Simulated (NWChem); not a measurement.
Program: NWChem. System: CH₅N, charge 1, spin multiplicity 2, at the geometry of a parent with another charge or spin, in a state set for the comparison that need not be this species' ground state. Its SCF solution wasn't tested for a lower state. Level: UBHandHLYP/def2-TZVP.

The NWChem input:

```
start mol
memory heap 200 mb stack 900 mb global 1100 mb
charge 1
geometry units angstroms nocenter noautoz
  C     -0.087363     0.690401     0.000000
  N      0.196785    -0.727851     0.000000
  H      0.373004     1.164010    -0.881725
  H      0.373004     1.164010     0.881725
  H     -1.160601     0.977078     0.000000
  H     -0.219363    -1.176274    -0.813321
  H     -0.219363    -1.176274     0.813321
  symmetry group Cs
end
basis spherical
  * library def2-tzvp
end
dft
  xc bhlyp
  odft
  mult 2
  semidirect memsize 60000000 filesize 0
  iterations 100
end
task dft energy
```

NWChem printed:

```
             Northwest Computational Chemistry Package (NWChem) 7.3.0
             --------------------------------------------------------

                                NWChem Input Module
                                -------------------

 Scaling coordinates for geometry "geometry" by  1.889725989
 (inverse scale =  0.529177249)

 Turning off AUTOSYM since
 SYMMETRY directive was detected!

                             Geometry "geometry" -> ""
                             -------------------------

 Output coordinates in angstroms (scale by  1.889725989 to convert to a.u.)

  No.       Tag          Charge          X              Y              Z
 ---- ---------------- ---------- -------------- -------------- --------------
    1 C                    6.0000    -0.08736300     0.69040100     0.00000000
    2 N                    7.0000     0.19678500    -0.72785100     0.00000000
    3 H                    1.0000     0.37300400     1.16401000    -0.88172500
    4 H                    1.0000     0.37300400     1.16401000     0.88172500
    5 H                    1.0000    -1.16060100     0.97707800     0.00000000
    6 H                    1.0000    -0.21936300    -1.17627400    -0.81332100
    7 H                    1.0000    -0.21936300    -1.17627400     0.81332100

 Effective nuclear repulsion energy (a.u.)      42.0591031738

            Nuclear Dipole moment (a.u.)
            ----------------------------
        X                 Y               Z
 ---------------- ---------------- ----------------
    -0.0000037795    -0.0000018897     0.0000000000

      Symmetry information
      --------------------

 Group name             Cs
 Group number              2
 Group order               2
 No. of unique centers     5

      Symmetry unique atoms

     1    2    3    5    6


 Summary of "ao basis" -> "" (spherical)
 ------------------------------------------------------------------------------
       Tag                 Description            Shells   Functions and Types
 ---------------- ------------------------------  ------  ---------------------
 *                         def2-tzvp                  on all atoms
[...]
    88     -0.095314  7 H  s                 14     -0.089710  1 C  pz

   alpha - beta orbital overlaps
   -----------------------------

   alpha      1      2      3      4      5      6      7      8      9     10
    beta      1      2      3      4      5      6      7      8      9     10
 overlap   1.000  1.000  0.996  0.996  0.999  0.846  0.693  1.000  0.797  0.999

   alpha     11     12     13     14     15     16     17     18     19     20
    beta     11     12     13     14     15     16     17     18     19     20
 overlap   0.998  0.997  0.997  0.999  0.997  0.976  1.000  0.986  0.999  0.970

   alpha     21     22     23     24     25     26     27     28     29     30
    beta     21     22     24     23     25     26     27     28     29     30
 overlap   0.953  0.938  0.983  0.993  0.985  0.992  0.998  0.998  0.999  0.998

   alpha     31     32     33     34     35     36     37     38     39     40
    beta     31     32     33     34     35     36     37     38     39     40
 overlap   0.998  1.000  0.999  0.994  0.973  0.973  0.997  0.996  0.999  0.993

   alpha     41     42     43     44     45     46     47     48     49     50
    beta     41     42     43     44     45     46     47     48     49     50
 overlap   0.999  0.993  1.000  1.000  0.934  0.937  1.000  0.994  0.985  0.994

   alpha     51     52     53     54     55     56     57     58     59     60
    beta     51     52     53     54     55     56     57     58     59     60
 overlap   0.990  0.984  0.996  0.998  1.000  0.999  1.000  0.998  1.000  0.999

   alpha     61     62     63     64     65     66     67     68     69     70
    beta     61     62     63     65     64     66     67     68     69     70
 overlap   0.996  0.999  1.000  0.999  1.000  0.999  1.000  0.999  0.999  1.000

   alpha     71     72     73     74     75     76     77     78     79     80
    beta     71     73     72     74     75     76     77     78     79     80
 overlap   0.999  1.000  1.000  0.999  1.000  0.999  0.999  0.999  0.993  0.992

   alpha     81     82     83     84     85     86     87     88     89     90
    beta     81     83     82     84     85     86     87     88     89     90
 overlap   0.992  0.998  0.990  0.999  0.984  0.999  0.987  0.997  1.000  1.000

   alpha     91     92
    beta     91     92
 overlap   1.000  1.000

     --------------------------
     Expectation value of S2:
     --------------------------
      <S2> =      0.7564 (Exact =     0.7500)

 center of mass
 --------------
 x =   0.05157673 y =  -0.05766987 z =   0.00000000

 moments of inertia (a.u.)
 ------------------
          80.319544730056           8.753419861417           0.000000000000
           8.753419861417          18.734060774940           0.000000000000
           0.000000000000           0.000000000000          78.338723456378

     Multipole analysis of the density
     ---------------------------------

     L   x y z        total         alpha         beta         nuclear
     -   - - -        -----         -----         ----         -------
     0   0 0 0      1.000000     -9.000000     -8.000000     18.000000

     1   1 0 0     -0.377460     -0.412358      0.034902     -0.000004
     1   0 1 0     -0.552014      0.214316     -0.766328     -0.000002
     1   0 0 1     -0.000000     -0.000000      0.000000      0.000000

     2   2 0 0     -8.120023     -8.729621     -6.669527      7.279125
     2   1 1 0      0.326108      2.867710      1.436845     -3.978448
     2   1 0 1      0.000000      0.000000     -0.000000      0.000000
     2   0 2 0     -4.400690    -26.877711    -23.947000     46.424021
     2   0 1 1     -0.000000      0.000000     -0.000000      0.000000
     2   0 0 2     -6.952375     -8.818862     -8.410537     10.277023

 Task  times  cpu:        5.4s     wall:        5.4s

 Total times  cpu:        5.5s     wall:        5.5s
```
